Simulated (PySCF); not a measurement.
C2H2F2S.
SMILES: `FC1(F)CS1`

Level of theory: PBE0-D3(BJ)/def2-SVP geometry optimisation, gas phase (PySCF).

Take the most abundant isotopes and a rigid rotor. 

Question: Give the principal moments of inertia and the rotational constants in cm⁻¹.

Answer: Ia = 77.62, Ib = 141.49, Ic = 156.13 u·Å²; 505379 MHz·u·Å²/I gives 6511, 3572 and 3237 MHz, that is A = 0.21717, B = 0.11915, C = 0.10797 cm⁻¹.

Question: Classify the top.

Answer: An asymmetric top. Ray's parameter κ = (2B − A − C)/(A − C) = -0.795; −1 is the prolate and +1 the oblate limit.

Question: Is it planar, by Δ = Ic − Ia − Ib?

Answer: Not planar: Δ = Ic − Ia − Ib = -62.98 u·Å². For a rigid frame Δ = −2 Σ m c², so Σ m c² = 31.49 u·Å² lies off the ab plane: 6.66 from hydrogen and 24.83 from heavier atoms. The atom farthest from that plane is 1.82 Å away.

Question: Give the other two planar moments, Paa and Pbb, and the rms extents of the mass along the axes.

Answer: Paa = Σ m a² = (Ib + Ic − Ia)/2 = 110.00 and Pbb = Σ m b² = (Ia + Ic − Ib)/2 = 46.13 u·Å². With the mass M = 95.98 u, the rms extents √(P/M) along a, b and c are 1.07, 0.69, 0.57 Å.

Question: Predict some low-J microwave lines.

Answer: The dipole components are |μa| = 0.51 D, |μb| = 0.00 D, |μc| = 1.80 D; the mirror of this Cs structure is the ac plane, so μb vanishes by symmetry and there are no b-type lines. The squared components, which scale the intensities, stand as 0.08 : 1.00 (a : c). Some lines, for components of 0.1 D or more:

```json
{"type": "a", "branch": "Q", "J(Ka,Kc)": "1(1,0) ← 1(1,1)", "MHz": "335", "lower level (cm⁻¹)": "0.325"}
{"type": "a", "branch": "Q", "J(Ka,Kc)": "2(1,1) ← 2(1,2)", "MHz": "1005", "lower level (cm⁻¹)": "0.768"}
{"type": "a", "branch": "Q", "J(Ka,Kc)": "3(1,2) ← 3(1,3)", "MHz": "2009", "lower level (cm⁻¹)": "1.432"}
{"type": "c", "branch": "Q", "J(Ka,Kc)": "3(1,3) ← 3(0,3)", "MHz": "2219", "lower level (cm⁻¹)": "1.358"}
{"type": "c", "branch": "Q", "J(Ka,Kc)": "2(1,2) ← 2(0,2)", "MHz": "2631", "lower level (cm⁻¹)": "0.680"}
{"type": "c", "branch": "Q", "J(Ka,Kc)": "1(1,1) ← 1(0,1)", "MHz": "2939", "lower level (cm⁻¹)": "0.227"}
{"type": "c", "branch": "Q", "J(Ka,Kc)": "3(2,2) ← 3(1,2)", "MHz": "8331", "lower level (cm⁻¹)": "1.499"}
{"type": "c", "branch": "Q", "J(Ka,Kc)": "2(2,1) ← 2(1,1)", "MHz": "8816", "lower level (cm⁻¹)": "0.802"}
{"type": "a", "branch": "R", "J(Ka,Kc)": "2(1,2) ← 1(1,1)", "MHz": "13282", "lower level (cm⁻¹)": "0.325"}
{"type": "a", "branch": "R", "J(Ka,Kc)": "2(0,2) ← 1(0,1)", "MHz": "13590", "lower level (cm⁻¹)": "0.227"}
{"type": "a", "branch": "R", "J(Ka,Kc)": "2(1,1) ← 1(1,0)", "MHz": "13953", "lower level (cm⁻¹)": "0.336"}
{"type": "c", "branch": "Q", "J(Ka,Kc)": "3(3,1) ← 3(2,1)", "MHz": "15413", "lower level (cm⁻¹)": "1.782"}
{"type": "c", "branch": "R", "J(Ka,Kc)": "2(1,1) ← 1(0,1)", "MHz": "17226", "lower level (cm⁻¹)": "0.227"}
{"type": "a", "branch": "R", "J(Ka,Kc)": "3(1,3) ← 2(1,2)", "MHz": "19907", "lower level (cm⁻¹)": "0.768"}
{"type": "a", "branch": "R", "J(Ka,Kc)": "3(0,3) ← 2(0,2)", "MHz": "20319", "lower level (cm⁻¹)": "0.680"}
{"type": "a", "branch": "R", "J(Ka,Kc)": "3(2,2) ← 2(2,1)", "MHz": "20426", "lower level (cm⁻¹)": "1.096"}
{"type": "a", "branch": "R", "J(Ka,Kc)": "3(1,2) ← 2(1,1)", "MHz": "20911", "lower level (cm⁻¹)": "0.802"}
{"type": "c", "branch": "R", "J(Ka,Kc)": "2(2,1) ← 1(1,1)", "MHz": "23104", "lower level (cm⁻¹)": "0.325"}
{"type": "c", "branch": "R", "J(Ka,Kc)": "3(1,2) ← 2(0,2)", "MHz": "24547", "lower level (cm⁻¹)": "0.680"}
{"type": "c", "branch": "R", "J(Ka,Kc)": "3(3,0) ← 2(2,0)", "MHz": "35948", "lower level (cm⁻¹)": "1.097"}
{"type": "c", "branch": "R", "J(Ka,Kc)": "3(3,1) ← 2(2,1)", "MHz": "35973", "lower level (cm⁻¹)": "1.096"}
```

Question: Estimate the classical rotational partition function at 10 K, 100 K and 500 K.

Answer: Point group Cs, symmetry number σ = 1; q = (√π/σ)·√((kT/h)³/(ABC)), k/h = 20836.6 MHz/K: 614 at 10 K, 19400 at 100 K, 217000 at 500 K.

Stationary, but not proved a minimum. No vibrational averaging or centrifugal distortion is included, and the geometry carries the error of its method.
